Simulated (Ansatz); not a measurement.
**Structure relaxation of Bi2C**

Theory: DFT PBE, scalar-relativistic, plane waves, PAW in Ansatz 0.2.0. Cutoff 420 eV, Γ-centred k mesh, Gaussian smearing, no spin polarisation in the final step.

Bi2C was placed on the 2H molybdenite structure type (P6_3/mmc, No. 194), with C in place of Mo, Bi in place of S, at a guessed volume.

```
CELL_PARAMETERS angstrom
3.37773 0.00000 0.00000
-1.68887 2.92520 0.00000
0.00000 0.00000 13.13799
ATOMIC_POSITIONS crystal
Bi 0.33333 0.66667 0.62750
Bi 0.66667 0.33333 0.12750
Bi 0.33333 0.66667 0.87250
Bi 0.66667 0.33333 0.37250
C 0.33333 0.66667 0.25000
C 0.66667 0.33333 0.75000
```

Cell and atoms relax at zero pressure; the relaxation can't lower the symmetry of the start. After a coarse first stage the cell is made exact in the group found at 0.06 Å.

The zero of energy is the elements' standard structures at the same level; no fitted shifts are applied.

Q: Describe the relaxed structure.

A: It keeps P6_3/mmc (No. 194). The result has the 2H molybdenite structure. Conventional cell: a = 3.520 Å, c = 12.820 Å. Around Bi lie 3 C at 2.58 Å; C is coordinated by 6 Bi at 2.58 Å.

```xyz
6
Lattice="3.5196 0.0000 0.0000 -1.7598 3.0481 0.0000 0.0000 0.0000 12.8202" Properties=species:S:1:pos:R:3 pbc="T T T"
Bi    0.0000    2.0321    8.0195
Bi    1.7598    1.0160    1.6094
Bi    0.0000    2.0321   11.2108
Bi    1.7598    1.0160    4.8007
C     0.0000    2.0321    3.2050
C     1.7598    1.0160    9.6151
```

Q: What are its volume, energy, density and gap?

A: The volume per atom is 22.92 Å³ and the density is 10.38 g/cm³. The energy over the elements is 1.24 eV/atom. The gap on the 12×12×4 mesh is 0 eV (a metal).

The final run used a 12×12×4 mesh on its 6-atom cell and 0.10 eV smearing. The k mesh leaves about 4 meV/atom of noise in metals. Spin–orbit coupling is left out. A structure relaxed within its symmetry needn't be a true minimum. The steps took roughly 2.2 core-minutes in all.